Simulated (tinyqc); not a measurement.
Inside a calculation (part 2 of 2). Method: RHF in the sto-3g basis, for LiH, spin multiplicity 1. Computed by tinyqc, a small Python program that keeps every step (integrals from PySCF). Command: `OMP_NUM_THREADS=1 python tinyqc.py 25554 25555 out.jsonl` (the two numbers bound the seeds that draw the settings). One thread of a shared host (Intel(R) Xeon(R) Processor @ 2.60GHz), about 0.07 s of CPU time with the checks.

Geometry (angstrom):
```
atom         x         y         z
Li    0.000000  0.000000  0.000000
H     0.000000  0.000000  2.007000
```

## Iteration 3: diagonalisation and new density

extrapolated F (hartree):
```
            1Li 1s     1Li 2s   1Li 2px   1Li 2py    1Li 2pz      2H 1s
1Li 1s   -2.358555  -0.640579  0.000000  0.000000   0.014369  -0.074133
1Li 2s   -0.640579  -0.220889  0.000000  0.000000  -0.075951  -0.221606
1Li 2px   0.000000   0.000000  0.161417  0.000000   0.000000   0.000000
1Li 2py   0.000000   0.000000  0.000000  0.161417   0.000000   0.000000
1Li 2pz   0.014369  -0.075951  0.000000  0.000000   0.047851  -0.202753
2H 1s    -0.074133  -0.221606  0.000000  0.000000  -0.202753  -0.096035
```

X:
```
                 1          2         3          4          5         6
1Li 1s    0.256320   0.771618  0.000000   0.000000   0.604395  0.195915
1Li 2s   -0.673841  -0.603957  0.000000   0.000000   0.476830  0.381215
1Li 2px   0.000000   0.000000  0.738622  -0.674120   0.000000  0.000000
1Li 2py   0.000000   0.000000  0.674120   0.738622   0.000000  0.000000
1Li 2pz  -0.787290   0.483237  0.000000   0.000000  -0.462647  0.416166
2H 1s     0.990971  -0.226348  0.000000   0.000000  -0.199651  0.539173
```

Diagonalise F' = X^T F X, C = X C', fill 2 alpha and 2 beta electrons from the bottom; D = 2 C_occ C_occ^T. Each column has its largest component positive (the first on a tie).

F' = X^T F X (hartree):
```
           1          2         3         4          5          6
1   0.389659  -0.225911  0.000000  0.000000  -0.193141  -0.088697
2  -0.225911  -0.816827  0.000000  0.000000  -1.075792  -0.355902
3   0.000000   0.000000  0.161417  0.000000   0.000000   0.000000
4   0.000000   0.000000  0.000000  0.161417   0.000000   0.000000
5  -0.193141  -1.075792  0.000000  0.000000  -1.226492  -0.519045
6  -0.088697  -0.355902  0.000000  0.000000  -0.519045  -0.457448
```

orbital energies (hartree): MO1 -2.360988, MO2 -0.256530, MO3 0.075017, MO4 0.161417, MO5 0.161417, MO6 0.431392

coefficients C:
```
               MO1        MO2        MO3        MO4       MO5        MO6
1Li 1s    0.991529  -0.155729  -0.210259   0.000000  0.000000   0.114806
1Li 2s    0.033110   0.506195   0.786469   0.000000  0.000000  -0.561831
1Li 2px   0.000000   0.000000   0.000000  -0.400561  0.916270   0.000000
1Li 2py   0.000000   0.000000   0.000000   0.916270  0.400561   0.000000
1Li 2pz  -0.004498   0.314587  -0.606164   0.000000  0.000000  -0.879863
2H 1s    -0.001136   0.579628  -0.197590   0.000000  0.000000   0.994391
```

D after iteration 3:
```
            1Li 1s     1Li 2s   1Li 2px   1Li 2py    1Li 2pz      2H 1s
1Li 1s    2.014761  -0.092000  0.000000  0.000000  -0.106901  -0.182784
1Li 2s   -0.092000   0.514660  0.000000  0.000000   0.318187   0.586735
1Li 2px   0.000000   0.000000  0.000000  0.000000   0.000000   0.000000
1Li 2py   0.000000   0.000000  0.000000  0.000000   0.000000   0.000000
1Li 2pz  -0.106901   0.318187  0.000000  0.000000   0.197970   0.364697
2H 1s    -0.182784   0.586735  0.000000  0.000000   0.364697   0.671940
```

Within a degenerate level the vectors are fixed only up to a rotation; this is one choice.

## Iteration 8 (converged): orbitals

converged F (hartree):
```
            1Li 1s     1Li 2s   1Li 2px   1Li 2py    1Li 2pz      2H 1s
1Li 1s   -2.358932  -0.641743  0.000000  0.000000   0.014412  -0.075087
1Li 2s   -0.641743  -0.213015  0.000000  0.000000  -0.073615  -0.213934
1Li 2px   0.000000   0.000000  0.162043  0.000000   0.000000   0.000000
1Li 2py   0.000000   0.000000  0.000000  0.162043   0.000000   0.000000
1Li 2pz   0.014412  -0.073615  0.000000  0.000000   0.042086  -0.205265
2H 1s    -0.075087  -0.213934  0.000000  0.000000  -0.205265  -0.092737
```

As before.

F' = X^T F X (hartree):
```
           1          2         3         4          5          6
1   0.388926  -0.225959  0.000000  0.000000  -0.193433  -0.088581
2  -0.225959  -0.812623  0.000000  0.000000  -1.075259  -0.363609
3   0.000000   0.000000  0.162043  0.000000   0.000000   0.000000
4   0.000000   0.000000  0.000000  0.162043   0.000000   0.000000
5  -0.193433  -1.075259  0.000000  0.000000  -1.229362  -0.515272
6  -0.088581  -0.363609  0.000000  0.000000  -0.515272  -0.453959
```

orbital energies (hartree): MO1 -2.361427, MO2 -0.249497, MO3 0.073175, MO4 0.162043, MO5 0.162043, MO6 0.430730

coefficients C:
```
               MO1        MO2        MO3        MO4       MO5        MO6
1Li 1s    0.991437  -0.151193  -0.214203   0.000000  0.000000   0.114367
1Li 2s    0.033408   0.488262   0.798415   0.000000  0.000000  -0.560833
1Li 2px   0.000000   0.000000   0.000000  -0.461585  0.887096   0.000000
1Li 2py   0.000000   0.000000   0.000000   0.887096  0.461585   0.000000
1Li 2pz  -0.004641   0.331268  -0.598504   0.000000  0.000000  -0.878984
2H 1s    -0.000856   0.581922  -0.183289   0.000000  0.000000   0.995789
```

D after iteration 8:
```
            1Li 1s     1Li 2s   1Li 2px   1Li 2py    1Li 2pz      2H 1s
1Li 1s    2.011614  -0.081400  0.000000  0.000000  -0.109374  -0.177662
1Li 2s   -0.081400   0.479032  0.000000  0.000000   0.323181   0.568204
1Li 2px   0.000000   0.000000  0.000000  0.000000   0.000000   0.000000
1Li 2py   0.000000   0.000000  0.000000  0.000000   0.000000   0.000000
1Li 2pz  -0.109374   0.323181  0.000000  0.000000   0.219520   0.385552
2H 1s    -0.177662   0.568204  0.000000  0.000000   0.385552   0.677267
```

Within a degenerate level the vectors are fixed only up to a rotation; this is one choice.

## Convergence

Stop when the energy changes by less than 1e-10 hartree and every element of the error matrix X^T (F D S - S D F) X is below 3e-06.

Course of the cycle:
```
iteration  E (hartree)     change  largest element of the error matrix
1          -7.63903674          -                             9.44e-02
2          -7.81967618  -1.81e-01                             9.33e-02
3          -7.82850936  -8.83e-03                             2.46e-02
4          -7.82996431  -1.45e-03                             5.48e-03
5          -7.83015013  -1.86e-04                             6.64e-04
6          -7.83015258  -2.45e-06                             4.05e-05
7          -7.83015259  -1.05e-08                             7.89e-07
8          -7.83015259  -3.64e-12                             4.78e-08
```

PySCF RHF in the same basis = -7.83015259 hartree

Converged in 8 iterations.

## Populations, bond orders and dipole

overlap S:
```
           1Li 1s    1Li 2s   1Li 2px   1Li 2py   1Li 2pz     2H 1s
1Li 1s   1.000000  0.241137  0.000000  0.000000  0.000000  0.027228
1Li 2s   0.241137  1.000000  0.000000  0.000000  0.000000  0.297107
1Li 2px  0.000000  0.000000  1.000000  0.000000  0.000000  0.000000
1Li 2py  0.000000  0.000000  0.000000  1.000000  0.000000  0.000000
1Li 2pz  0.000000  0.000000  0.000000  0.000000  1.000000  0.420001
2H 1s    0.027228  0.297107  0.000000  0.000000  0.420001  1.000000
```

Mulliken: Z minus the diagonal of D S on the atom; Loewdin: the same with S^(1/2) D S^(1/2); Mayer order: 2 sum_s sum (D(s) S)_ij (D(s) S)_ji over the two atoms.

Charges (e):
```
atom   Mulliken    Loewdin
1Li    0.003179   0.001965
2H    -0.003179  -0.001965
```

Mayer bond orders:
```
pair     order
2-1   0.999990
```

dipole moment about the origin, x y z (debye): 0.000000  0.000000  -5.006178
